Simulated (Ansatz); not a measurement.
## C2H6N2S, SMILES N=CNCS: a ladder of methods at one geometry

Run with the Ansatz DFT code, driven from Python.

`c2h6n2s.xyz`
```text
11

N    -0.82930    1.70380    0.63970
C    -0.47320    0.63010    1.11430
N     0.08190   -0.36640    0.39630
C     0.14940   -0.37580   -1.03180
S     1.03570   -1.82090   -1.60130
H    -1.26980    2.34380    1.37770
H    -0.53820    0.40880    2.19550
H     0.14130   -1.27540    0.81720
H    -0.94950   -0.47230   -1.34460
H     0.51640    0.52340   -1.42830
H     2.20070   -1.35600   -1.11400
```

`c2h6n2s_methods.py`
```python
"""One geometry of C2H6N2S, method by method."""

from pathlib import Path

import ansatz
import numpy as np


def main() -> None:
    system = ansatz.Crystal.molecule_from_extxyz("c2h6n2s.xyz")

    setup = system.calculation().basis(gaussian="def2-SVP")

    print("functional    E (Ha)        dipole (D)   HOMO (eV)  LUMO (eV)")
    for name in ["cam_b3lyp", "r2scan0", "r2scan", "pbe0"]:
        data = setup.functional(name).forces().orbitals().run(threads=1, runs_dir="runs").report
        lines = Path(data["orbitals_path"]).read_text().splitlines()
        field_of = lambda key: [line.split("=")[1].strip() for line in lines if line.startswith(key)]
        orbitals = [(27.211386 * float(e), s, float(n)) for e, s, n in zip(field_of("Ene="), field_of("Spin="), field_of("Occup="))]
        homo = max(e for e, _, n in orbitals if n > 0.5)
        lumo = min(e for e, _, n in orbitals if n < 0.5)
        dipole = 4.803205 * np.linalg.norm(data["charge_distribution"]["dipole_moment_e_ang"])
        print(f"{name:10s} {data['free_energy_ev'] / 27.211386246:14.6f} {dipole:9.3f} {homo:11.3f} {lumo:10.3f}")


if __name__ == "__main__":
    main()
```

```console
$ python c2h6n2s_methods.py
functional    E (Ha)        dipole (D)   HOMO (eV)  LUMO (eV)
cam_b3lyp     -587.135299     2.101      -7.866      1.936
r2scan0       -587.058492     2.159      -6.781      1.012
r2scan        -587.085373     2.050      -5.549      0.088
pbe0          -586.866546     2.092      -6.570      0.791
```

What to keep in mind:
- Total energies depend on the basis set; only differences at equal settings carry meaning.
- The geometry is a force-field or estimated start, not a minimum of this method, and the basis set is short of its limit. A lower total doesn't mark the better method: functionals have no common bound, and MP2 and coupled cluster aren't variational.
- Levels such as HOMO and LUMO are orbital energies: with these approximate functionals they aren't the ionisation energy and electron affinity, and their gap isn't the fundamental gap.
- The whole script took 12 s on 1 thread of Intel(R) Xeon(R) Processor @ 2.30GHz, on a shared host, peak memory 0.34 GiB.
